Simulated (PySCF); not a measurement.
# C4H7F: NMR shifts and spin-spin couplings

Wanted: the NMR shifts and spin-spin couplings of C4H7F (`CC/C=C\F`), by calculation.

The runs use PySCF 2.14.0, with density-fitted response routines of our own; the level of theory stands in each step. All values are computed, except where a source is named. Atoms are numbered from 0 throughout.

## (1) The starting structure

12 atoms, charge 0, multiplicity 1; geometry from: GFN2-xTB.

Bonds of the start (Å): C0–C1 1.53, C1–C2 1.50, C2–C3 1.32, C3–F4 1.35, C0–H5 1.09, C0–H6 1.09, C0–H7 1.09, C1–H8 1.09, C1–H9 1.09, C2–H10 1.08, C3–H11 1.08.

## (2) Nuclear shieldings: PBE0/pcSseg-1

The job: settings as JSON, then the geometry in Å.

```
{"job": {"kind": "nmr", "xc": "PBE0", "basis": "pcSseg-1"}, "charge": 0, "multiplicity": 1}
C     -1.566871    -0.429293     0.017971
C     -0.442876     0.602553    -0.065569
C      0.833471     0.049564     0.482599
C      1.956979    -0.084026    -0.195813
F      2.073421     0.294820    -1.483576
H     -2.491939    -0.009761    -0.369429
H     -1.315626    -1.310682    -0.567456
H     -1.730361    -0.735933     1.049009
H     -0.295759     0.908369    -1.101991
H     -0.724437     1.484970     0.515765
H      0.821259    -0.282417     1.509755
H      2.883938    -0.488849     0.182709
```

Level: GIAO PBE0/pcSseg-1 NMR shielding, non-relativistic, gas phase.

**Question.** This job is followed by: B3LYP/pcJ-1 indirect spin-spin coupling, non-relativistic, gas phase. Predict these results of the whole session: 13C shifts against TMS (PBE0/pcSseg-1); 1H shifts against TMS (PBE0/pcSseg-1, means over atoms taken as alike); 19F shifts against CFCl3 (PBE0/pcSseg-1); largest coupling of the table (B3LYP/pcJ-1).

As calculated:

```
                                                              quantity                         value
                                13C shifts against TMS (PBE0/pcSseg-1)  157.0, 120.9, 21.2, 17.3 ppm
1H shifts against TMS (PBE0/pcSseg-1, means over atoms taken as alike)    6.83, 4.97, 2.31, 1.07 ppm
                              19F shifts against CFCl3 (PBE0/pcSseg-1)                    -129.8 ppm
                           largest coupling of the table (B3LYP/pcJ-1)      1J(C,F) C3–F4, -324.4 Hz
```

In words: At PBE0/pcSseg-1: The largest span, 218 ppm, is at F4, where the paramagnetic term is -174 ppm. In the run at B3LYP/pcJ-1, the largest coupling of the table is C3–F4, -324.4 Hz, of which the Fermi-contact term gives -317.8 Hz. Couplings across rotatable bonds belong to this one conformer; where others are populated, the observed values are averages.
